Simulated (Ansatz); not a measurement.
We consider litharge SnO, described by PBEsol in Ansatz (plane waves, PAW).

Total energies, extrapolated to zero smearing (they compare only within this program, potentials and cutoff; free atoms with spin allowed, lowest state found):

```tsv
system	energy (eV/atom)
litharge SnO, relaxed	-3255.3598
free Sn atom	-5946.2091
free O atom	-554.8994
```

Q: Work out the cohesive energy per atom.

A: E_coh = [1 × (-5946.2091) + 1 × (-554.8994)]/2 − (-3255.3598) = 4.81 eV/atom. The reference value is 4.29 eV/atom (derived here from tabulated measurements, 0 K, copied from a table, unchecked, atomisation enthalpy taken to 0 K with CODATA's H(298.15)-H(0) of solid and atoms; inputs from Wang et al. (2021), doi:10.1038/s41598-021-94550-5), not set against a level without spin–orbit coupling.

Spin–orbit coupling is left out; its size isn't shown.

The PAW data were made under PBE.

Note: the cell comes from a level without a dispersion term, which matters for the spacing of layers, chains or molecules.

Ansatz is an electronic-structure program.
